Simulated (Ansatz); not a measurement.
**doublet C2H7Al−: levels of theory compared**

Aim: a comparison of 6 runs (UHF/3-21G, U-wB97X/def2-SVPD, UB3LYP/def2-SVPD, UPBE0/def2-SVPD, USVWN5/def2-SVPD, UMP2/def2-SVPD) of doublet C2H7Al−. 

Program for the calculation: Ansatz 0.2.0.

36 further runs of the same task are left out: 36 set aside as unsound or not needed.

**1. The system as given**

C2H7Al− has 10 atoms, charge -1, and is taken as a doublet. SMILES of the parent species: `[CH3][AlH][CH3]`. Geometry: relaxed at PBE0-D4/def2-TZVP. That shape belongs to the parent species and isn't relaxed for this state.

Bond lengths: C1–Al2 1.954 Å, Al2–C3 1.954 Å, C1–H4 1.095 Å, C1–H5 1.092 Å, C1–H6 1.096 Å, Al2–H7 1.595 Å, C3–H8 1.093 Å, C3–H9 1.095 Å, C3–H10 1.096 Å. Some angles: C1–Al2–C3 121.2°, C1–Al2–H7 120.2°, C3–Al2–H7 118.5°, Al2–C1–H4 111.1°, Al2–C1–H5 113.4°, Al2–C1–H6 110.4°, Al2–C3–H8 113.4°, Al2–C3–H9 111.0°, Al2–C3–H10 110.5°, H4–C1–H5 108.0°.

**2. The energy at UHF/3-21G (run 1)**

Contents of molecule.yaml:

```yaml
crystal:
  periodic: [false, false, false]
  atoms:
    - {symbol: C, position_ang: [-1.219100, 0.923600, -0.783300]}
    - {symbol: Al, position_ang: [0.496800, 0.021800, -0.536400]}
    - {symbol: C, position_ang: [0.903900, -0.949000, 1.109700]}
    - {symbol: H, position_ang: [-2.054000, 0.233200, -0.621200]}
    - {symbol: H, position_ang: [-1.337000, 1.368500, -1.773800]}
    - {symbol: H, position_ang: [-1.340300, 1.723700, -0.043600]}
    - {symbol: H, position_ang: [1.605700, 0.078800, -1.681200]}
    - {symbol: H, position_ang: [0.069000, -0.980000, 1.814000]}
    - {symbol: H, position_ang: [1.201900, -1.980900, 0.894300]}
    - {symbol: H, position_ang: [1.756300, -0.490900, 1.624500]}
basis:
  gaussian:
    orbitals: 3-21G.json
total_charge: -1
magnetization:
  spin_polarized: true
  initial_magnetization: 1
hamiltonian:
  xc: hf
accuracy: high
output: {orbitals: {seedname: orbitals}}
```

The basis set 3-21G is read from a file made from the Basis Set Exchange's data (not shown).

Run with:

```bash
$ ansatz run molecule.yaml --threads 1 --pin off --max-ram 3480MiB --events-out events.jsonl --progress --plain --runs-dir runs
```

Standard output:

```text
Warning: RAYON_NUM_THREADS=1 ignored (pool sized by the plan → 1); use --threads N
Functional definition: HF
  name "HF"
  exchange = exact_x
  correlation = 0
1068 factors; integrals over basis functions are off by at most 5.7e-9 eV
mean field evaluation 1: about -8703.8045 eV, gradient 1.2e1 eV
mean field evaluation 2: about -8704.0680 eV, gradient 1.2e1 eV
mean field evaluation 4: about -8705.1822 eV, gradient 9.2e-1 eV
mean field evaluation 8: about -8705.1937 eV, gradient 5.7e-2 eV
mean field evaluation 16: about -8705.1938 eV, gradient 2.7e-8 eV
mean field -8705.19382490 eV, -319.9099724729 hartree, gradient 3.2e-8 eV, S^2 0.763746; 0 other end points of the search recorded, 0 dependent functions left out
reference -8705.19382490 eV, -319.9099724729 hartree; 17, 16 occupied and 28, 29 virtual orbitals, 1068 factors
Total energy: -8705.19382490 eV, -319.9099724729 hartree
```

Run time: 0.54 s. Hardware: 1 thread of Arm Neoverse V2, shared host; peak memory 0.11 GiB.

**3. The energy at U-wB97X/def2-SVPD (run 2)**

Contents of input.yaml:

```yaml
crystal:
  periodic: [false, false, false]
  atoms:
    - symbol: C
      position_ang: [-1.219100, 0.923600, -0.783300]
    - symbol: Al
      position_ang: [0.496800, 0.021800, -0.536400]
    - symbol: C
      position_ang: [0.903900, -0.949000, 1.109700]
    - symbol: H
      position_ang: [-2.054000, 0.233200, -0.621200]
    - symbol: H
      position_ang: [-1.337000, 1.368500, -1.773800]
    - symbol: H
      position_ang: [-1.340300, 1.723700, -0.043600]
    - symbol: H
      position_ang: [1.605700, 0.078800, -1.681200]
    - symbol: H
      position_ang: [0.069000, -0.980000, 1.814000]
    - symbol: H
      position_ang: [1.201900, -1.980900, 0.894300]
    - symbol: H
      position_ang: [1.756300, -0.490900, 1.624500]
basis:
  gaussian:
    orbitals: def2-SVPD
total_charge: -1
magnetization:
  spin_polarized: true
  initial_magnetization: 1
hamiltonian:
  xc: {name: wB97X}
accuracy: high
output: {orbitals: {seedname: orbitals}}
```

Run with:

```bash
$ ansatz run input.yaml --threads 1 --pin off --max-ram 3480MiB --events-out events.jsonl --progress --plain --runs-dir runs
```

Standard output, cut to the lines that bear on the results:

```text
Warning: RAYON_NUM_THREADS=1 ignored (pool sized by the plan → 1); use --threads N
Functional definition: wB97X
  name "wB97X"
[...]
      + exact_x_lr(omega)
[...]
      + integral(e_c_pw_opposite_spin*poly(b97_u_opposite, 1, cos1, cos2, cos3, cos4))
2446 factors; integrals over basis functions are off by at most 3.5e-9 eV
527 factors; integrals over basis functions are off by at most 1.8e-9 eV
[...]
mean field -8780.00327724 eV, -322.6591691388 hartree, gradient 1.7e-8 eV, S^2 0.754105; 2 other end points of the search recorded, 0 dependent functions left out
reference -8780.00327367 eV, -322.6591690073 hartree; 17, 16 occupied and 103, 104 virtual orbitals, 2446 factors
Total energy: -8780.00327367 eV, -322.6591690073 hartree
```

Wall time 94 s (1 thread of Arm Neoverse V2, shared host); peak memory 1.1 GiB.

Runs 3 to 4 aren't shown in full; the table further down has their settings and results.

**4. The energy at USVWN5/def2-SVPD (run 5)**

Contents of in.yaml:

```yaml
crystal:
  periodic: [false, false, false]
  atoms:
    - {symbol: C, position_ang: [-1.219100, 0.923600, -0.783300]}
    - {symbol: Al, position_ang: [0.496800, 0.021800, -0.536400]}
    - {symbol: C, position_ang: [0.903900, -0.949000, 1.109700]}
    - {symbol: H, position_ang: [-2.054000, 0.233200, -0.621200]}
    - {symbol: H, position_ang: [-1.337000, 1.368500, -1.773800]}
    - {symbol: H, position_ang: [-1.340300, 1.723700, -0.043600]}
    - {symbol: H, position_ang: [1.605700, 0.078800, -1.681200]}
    - {symbol: H, position_ang: [0.069000, -0.980000, 1.814000]}
    - {symbol: H, position_ang: [1.201900, -1.980900, 0.894300]}
    - {symbol: H, position_ang: [1.756300, -0.490900, 1.624500]}
basis:
  gaussian:
    orbitals: def2-SVPD
total_charge: -1
magnetization:
  spin_polarized: true
  initial_magnetization: 1
hamiltonian:
  xc: {name: SVWN5}
accuracy: high
output: {orbitals: {seedname: orbitals}}
```

Run with:

```bash
$ ansatz run in.yaml --threads 1 --pin off --max-ram 3480MiB --events-out events.jsonl --progress --plain --runs-dir runs
```

Standard output:

```text
Warning: RAYON_NUM_THREADS=1 ignored (pool sized by the plan → 1); use --threads N
Functional definition: SVWN5
  name "SVWN5"
  exchange = slater_x
  correlation = vwn5_c
2446 factors; integrals over basis functions are off by at most 3.5e-9 eV
mean field evaluation 1: about -8722.9370 eV, gradient 3.9e1 eV
mean field evaluation 2: about -8705.6646 eV, gradient 6.4e1 eV
mean field evaluation 4: about -8730.8869 eV, gradient 2.5e0 eV
mean field evaluation 8: about -8730.9323 eV, gradient 1.2e-1 eV
mean field evaluation 16: about -8730.9324 eV, gradient 2.6e-5 eV
mean field evaluation 32: about -8730.7232 eV, gradient 3.2e0 eV
mean field -8730.93238958 eV, -320.8558472786 hartree, gradient 7.1e-8 eV, S^2 0.752188; 4 other end points of the search recorded, 0 dependent functions left out
reference -8730.93239480 eV, -320.8558474705 hartree; 17, 16 occupied and 103, 104 virtual orbitals, 2446 factors
Total energy: -8730.93239480 eV, -320.8558474705 hartree
```

It took 13 s on 1 thread of Arm Neoverse V2, shared host; peak memory 0.44 GiB.

**5. The energy at UMP2/def2-SVPD (run 6)**

molecule.yaml: that of step 2 with these lines changed.

```diff
@@ -15,3 +15,3 @@
   gaussian:
-    orbitals: 3-21G.json
+    orbitals: def2-SVPD
 total_charge: -1
@@ -20,5 +20,5 @@
   initial_magnetization: 1
-hamiltonian:
-  xc: hf
+correlation:
+  method: mp2
+  frozen_orbitals: {Al: 5, C: 1, H: 0}
 accuracy: high
-output: {orbitals: {seedname: orbitals}}
```

Run with:

```bash
$ ansatz run molecule.yaml --threads 1 --pin off --max-ram 3480MiB --events-out events.jsonl --progress --plain --runs-dir runs
```

Standard output, cut to the lines that bear on the results:

```text
Warning: RAYON_NUM_THREADS=1 ignored (pool sized by the plan → 1); use --threads N
[... 2 set-up lines as earlier in the session ...]
[...]
2446 factors; integrals over basis functions are off by at most 3.5e-9 eV
[...]
mean field -8749.69441934 eV, -321.5453391547 hartree, gradient 9.5e-8 eV, S^2 0.763311; 4 other end points of the search recorded, 0 dependent functions left out
7 core orbitals not correlated: weight in the atoms' cores, before any rotation towards them, 1.000 or more for the frozen orbitals, at most 0.000 for the correlated occupied ones
reference -8749.69441934 eV, -321.5453391547 hartree; 10, 9 occupied and 103, 104 virtual orbitals, 2446 factors
second order -10.82242311 eV of doubles, -0.00000000 eV of singles
Total energy: -8760.51684245 eV, -321.9430558683 hartree
```

Wall time 13 s (1 thread of Arm Neoverse V2, shared host); peak memory 0.43 GiB.

**6. All runs side by side**

| run | level | frozen core orbitals | energy (Eh) | HOMO energy (eV) | LUMO energy (eV) | ⟨S²⟩ | wall time |
| --- | --- | --- | --- | --- | --- | --- | --- |
| 1 | UHF/3-21G | – | -319.909972 | 1.19 | 8.43 | 0.764 | 0.54 s |
| 2 | U-wB97X/def2-SVPD | – | -322.659169 | 0.77 | 5.25 | 0.754 | 94 s |
| 3 | UB3LYP/def2-SVPD | – | -322.723569 | 2.63 | 3.62 | 0.754 | 35 s |
| 4 | UPBE0/def2-SVPD | – | -322.477544 | 2.37 | 3.76 | 0.756 | 34 s |
| 5 | USVWN5/def2-SVPD | – | -320.855847 | 3.07 | 3.25 | 0.752 | 13 s |
| 6 | UMP2/def2-SVPD | 7 | -321.943056 | – | – | 0.763 | 13 s |

**7. What came out**

| quantity | value |
| --- | --- |
| run 6: total energy | -321.94306 Eh |
| run 6: correlation energy (7 core orbitals frozen) | -397.7 mEh |
| run 6: ⟨S²⟩ of the reference determinant | 0.763 |

What this shows: Totals of different functionals can't be ranked against each other. In runs 1, 2, 3, 4, 5 the HOMO lies above zero, so the outermost electron may be held by the basis alone. All runs together took 3.1 min, the longest 94 s.
